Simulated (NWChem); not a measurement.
NaCl; SMILES [Na][Cl]

All runs: NWChem. Each level has its own optimisation; frequencies are unscaled.

For level Hartree-Fock/STO-3G:

| Property | Value |
|---|---|
| r Cl–Na (Å) | 2.221 |
| highest harmonic frequency (cm⁻¹) | 532 |

Task: What are these values for level BP86/def2-TZVP?

Result: 
| Property | Value |
|---|---|
| r Cl–Na (Å) | 2.376 |
| highest harmonic frequency (cm⁻¹) | 352 |
